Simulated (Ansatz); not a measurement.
Saddle point of CH5O, doublet (CH₄O ([CH3][OH]) + H → CH₃O ([CH2][OH]) + H₂; bonds formed: H1–H4; bonds broken: H1–C2), PBE0-D4/def2-TZVP structure:

| atom | x (Å) | y (Å) | z (Å) |
| --- | --- | --- | --- |
| H1 | -0.8598 | -0.3188 | -0.4678 |
| C2 | 0.2019 | -0.2564 | 0.2943 |
| O3 | 1.1127 | 0.6375 | -0.2164 |
| H4 | -1.6485 | -0.3288 | -1.0592 |
| H5 | 0.6079 | -1.2651 | 0.2521 |
| H6 | -0.2065 | -0.0012 | 1.2767 |
| H7 | 0.7923 | 1.5326 | -0.0795 |

Energies are electronic, without zero-point energy. Barriers and step energies count from the start structure reached by relaxing down the imaginary mode; all methods use the PBE0-D4 structures, on which another method's saddle can fall below an end. Computed with Ansatz 0.2.0 (basis: def2-TZVPP, with def2-QZVPP for the basis limit); correlated methods freeze the cores; orbitals are unrestricted. B3LYP uses VWN-RPA correlation. Extrapolation: Hartree–Fock as exp(−7.88 √X), correlation as X^−2.97.

```tsv
method	barrier (eV)	step energy (eV)
SPW92	?	-0.236
PBE-D4	0.087	-0.306
BLYP-D4	0.020	-0.475
r2SCAN-D4	0.072	-0.429
B97M-V	0.183	-0.290
PBE0-D4	0.240	-0.263
B3LYP-D4	?	-0.430
r2SCAN0-D4	0.182	-0.401
BHLYP-D4	0.318	-0.377
CAM-B3LYP-D4	0.232	-0.377
wB97X-V	0.371	-0.286
wB97M-V	0.367	-0.307
B2PLYP	0.317	-0.338
PBE-QIDH	0.437	-0.196
RPA on PBE	?	-0.326
HF	0.863	-0.177
MP2	0.630	-0.099
CCSD	0.474	-0.300
CCSD(T)	0.443	-0.285
```

Task: Fill in the withheld barriers. (An estimate is asked for; the value comes from the calculation.)

Result: Computed: SPW92 -0.130; RPA on PBE 0.422; B3LYP-D4 0.143 eV. Each is the energy of the saddle less that of the start structure, by the same method.

For comparison, the barrier by CCSD(T) at an estimated basis limit (MP2 extrapolated from triple and quadruple zeta, plus CCSD(T) − MP2 in triple zeta) is 0.427 eV.

No T1 diagnostic of these runs exceeds 0.016. ⟨S²⟩ of the unrestricted Hartree–Fock references: 0.75 to 0.79 (a pure state has 0.75).

Labels in which every atom is bracketed show which atoms are joined, not bond orders.

For scale, one of the runs: CCSD(T)/def2-TZVPP, 132 basis functions, launched by `ansatz run in.yaml --threads 2 --pin off --events-out ev --progress --plain --max-ram 4352MiB`. Hardware: 2 CPU threads of an AMD EPYC 7R43, shared host. Wall time 36 s; peak host memory 1.6 GiB.
